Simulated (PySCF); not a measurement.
## F: electron affinity

F⁻ [Ne] (1S) → F [He] 2s2 2p5 (2P), as a difference of total energies. Computed with PySCF 2.14 in dyall-acv3z (15s9p4d2f, 76 functions), with the non-relativistic Hamiltonian (point nucleus). Correlated levels: valence: 1s2 frozen; virtual orbitals above 40 to 60 times the deepest correlated orbital energy dropped. The calculations carry no spin-orbit coupling.

```tsv
method	electron affinity (eV)	plus first-order spin-orbit estimate	error of that sum (eV)
UHF	1.178	1.161	-2.240
MP2 (valence)	3.636	3.619	+0.218
SCS-MP2 (valence)	3.451	3.433	+0.032
CCSD (valence)	3.142	3.125	-0.276
CCSD(T) (valence)	3.308	3.291	-0.110
```

Reference: 3.401 eV (measured; photodetachment measurements, as compiled on the Wikipedia data page of electron affinities).

A first-order spin-orbit estimate (lowest level to lowest level, LS coupling) adds -0.017 eV.

Errors of the correlated levels include the incompleteness of this basis and the frozen core.
